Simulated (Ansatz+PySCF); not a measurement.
A calculation with PySCF 2.14.0.

```python
from pyscf import gto, scf, cc

mol = gto.M(atom="""
Li 0.000000 0.000000 0.000000
N 1.240440 1.653920 3.580850
""", basis='sto-3g', charge=0, spin=0)
mf = scf.UHF(mol)
mf.kernel()
mycc = cc.CCSD(mf, frozen=1).run()
et = mycc.ccsd_t()
print(mf.e_tot, mycc.e_corr, et, mycc.e_tot + et)
```

The script is written out from the run's settings.

Results

```yaml
Converged: yes
Reference_energy: -60.70664 hartree
CCSD_correlation_energy: -0.20629 hartree
Triples_correction: -0.00042 hartree
Total_energy: -60.91335 hartree
Spin_squared_of_the_determinant: 0.000
```

This is not the lowest solution: another run reaches a determinant 4.47 eV lower. Caution: large amplitudes, a single reference is doubtful; another spin multiplicity may lie lower.
